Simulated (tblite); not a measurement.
# ClFH3N: the cost of one run

Computed with tblite 0.8.0 and PySCF 2.14.0; each step states its level. No surroundings beyond the atoms listed, unless a continuum is named. Atoms count from 0, parts from 1.

## (1) Starting point

6 atoms, charge 0, multiplicity 1; geometry: rigid parts in contact. Parts: 1 = atoms 0–1, `FCl`, charge 0; 2 = atoms 2–5, `N`, charge 0.

## (2) Docking the parts with GFN2-xTB

What the job is given:

```
{"job": {"kind": "dock", "xc": "GFN2-xTB", "basis": "xTB"}, "charge": 0, "multiplicity": 1, "parts": [{"atoms": "0-1", "charge": 0, "multiplicity": 1}, {"atoms": "2-5", "charge": 0, "multiplicity": 1}]}
Cl     0.840892    -0.004666    -0.006163
F     -0.840892     0.004666     0.006163
N      2.503363     1.281863    -2.605557
H      1.668498     0.853079    -2.225431
H      2.306314     2.265141    -2.746412
H      2.674632     0.868152    -3.513875
```

Level: GFN2-xTB search for minima from random contacts, gas phase.

Run with:

```sh
> OMP_NUM_THREADS=1 python cluster_run.py task.json out
```

One launch serves the whole session: the jobs run in the order shown.

Q: Estimate the wall time of this first job on 1 thread of Intel Xeon Platinum 8259CL at 2.50GHz, shared host.

About 5.9 s.
